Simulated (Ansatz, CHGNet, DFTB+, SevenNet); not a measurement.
# hcp Ru: properties by level of theory

Reference values: lattice constant a 2.706 Å (measured, 293 K, no zero-point or thermal correction, our sources range from 2.700 to 2.706; as tabulated in Wikipedia's data pages); lattice parameter c 4.282 Å (measured, 293 K, not corrected to a static lattice; as tabulated in Wikipedia's data pages).

| level (code) | equilibrium lattice constant a (Å) | lattice parameter c (Å) |
|---|---|---|
| GFN1-xTB as cut by DFTB+ | 2.744 | 4.367 |
| CHGNet 0.3.0 | 2.737 | 4.303 |
| CHGNet-r²SCAN | 2.712 | 4.258 |
| SevenNet-l3i5 | ? | 4.307 |
| LDA (Ansatz) | 2.676 | ? |
| r²SCAN+rVV10 (Ansatz) | ? | 4.253 |

Task: Complete the blanks.

Result: 
- SevenNet-l3i5, equilibrium lattice constant a (Å): 2.734
- LDA (Ansatz, a quantum-chemistry and plane-wave program), lattice parameter c (Å): 4.222
- r²SCAN+rVV10 (Ansatz), equilibrium lattice constant a (Å): 2.697

Differences from the reference values (errors of the level alone only where the reference is corrected to a static lattice):

```csv
level,lattice constant a (%),lattice parameter c (%)
GFN1-xTB as cut by DFTB+,+1.40,+1.99
CHGNet 0.3.0,+1.15,+0.49
CHGNet-r²SCAN,+0.22,-0.56
SevenNet-l3i5,+1.03,+0.58
LDA,-1.11,-1.40
r²SCAN+rVV10,-0.33,-0.68
```

Nearest: lattice constant a, not ranked (reference at room or unstated temperature); lattice parameter c, not ranked (reference at room or unstated temperature).

Machine-learned potentials (CHGNet 0.3.0, CHGNet-r²SCAN, SevenNet-l3i5) are trained on DFT data: a solid inside that data is no test of them.

Caveats: codes differ in how they cut the long-range tail of xTB's charge interaction in a crystal, so the value belongs to this code (GFN1-xTB as cut by DFTB+); the method was fitted mainly to molecules (GFN1-xTB as cut by DFTB+). Ansatz's density-functional and Hartree–Fock values are scalar-relativistic unless marked +SOC, with PAW data made under PBE.

Differences are worked out from the printed values.
